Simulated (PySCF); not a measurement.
**Dipole moment and polarisability of AlH2(CN)**

Species: AlH2(CN), CH2AlN.
Geometry (PBE0-D3(BJ)/def2-SVP, Å), atoms numbered from 1 in this order:
```xyz
5
CH2AlN angstrom
Al     0.360    0.627    0.009
H      1.934    0.546    0.061
H     -0.494    1.952   -0.026
C     -0.612   -1.058   -0.015
N     -1.188   -2.067   -0.029
```

Level: CAM-B3LYP/def2-SVPD (PySCF), static field, nuclei fixed, core orbitals frozen in the response. The polarisability tensor in these axes (au):

```
x   42.47  6.53  0.29
y    6.53 50.11  0.13
z    0.29  0.13 32.95
```

**Question.** Diagonalise the tensor; give its mean and Δα, where Δα² is half the sum of the squared differences of the eigenvalues.

**Answer.** Principal values 32.94, 38.73 and 53.86 au; mean 41.84 au = 6.20 Å³ = 6.90 × 10⁻⁴⁰ C²·m²/J; Δα = 18.71 au (45 % of the mean).

**Question.** What is the dipole moment, and where does it point?

**Answer.** (1.75, 3.05, 0.05) D, 3.51 D in size, pointing from the negative to the positive side. Measured along this direction, the outermost atoms are N5 at the negative end and H3 and H2 at the positive end.

**Question.** What are the principal values of the traceless quadrupole moment, Θ = ½Σq(3rr − r²1), about the centre of nuclear charge?

**Answer.** -8.19, -0.39, 8.57 D·Å. The values depend on the origin, since the dipole doesn't vanish. The electronic extent ⟨r²⟩ about the same centre is 271 bohr², a root-mean-square distance of 1.65 Å for the 28 electrons.

**Question.** Directions of the eigenvectors, and the extent of the frame along each?

**Answer.** Largest value along (0.50, 0.87, 0.01), where the nuclei span 3.83 Å; middle along (0.87, -0.50, 0.03), 2.81 Å; least along (-0.03, 0.00, 1.00), 0.00 Å. The response follows the extents in order.

**Question.** What would n − 1 = 2πNα be for an ideal gas of these molecules at 400 K and 1 atm, electronic part alone?

**Answer.** N = p/kT = 1.8347 × 10¹⁹ cm⁻³, so n − 1 = 2π × N × 6.20 × 10⁻²⁴ cm³ = 715 × 10⁻⁶ at long wavelengths, for an ideal gas.

**Question.** Rayleigh depolarisation ratio (linearly polarised light, static tensor)?

**Answer.** ρ = 3Δα²/(45ᾱ² + 4Δα²) = 1050.0/(78787 + 1400.1) = 0.0131.

**Question.** Estimate the molar refractivity from the static electronic polarisability.

**Answer.** Lorentz–Lorenz: R = (4π/3)N_A α = 2.5225 cm³/(mol·Å³) × 6.20 Å³ = 15.6 cm³/mol, in the limit of long wavelengths.

Geometry: PBE0-D3(BJ)/def2-SVP; no solvent, vibrations or thermal averaging.

These values come from a run that also computed excited states. Hardware: one thread, x86-64 server, shared host. Cost: 3.2 s of wall time.
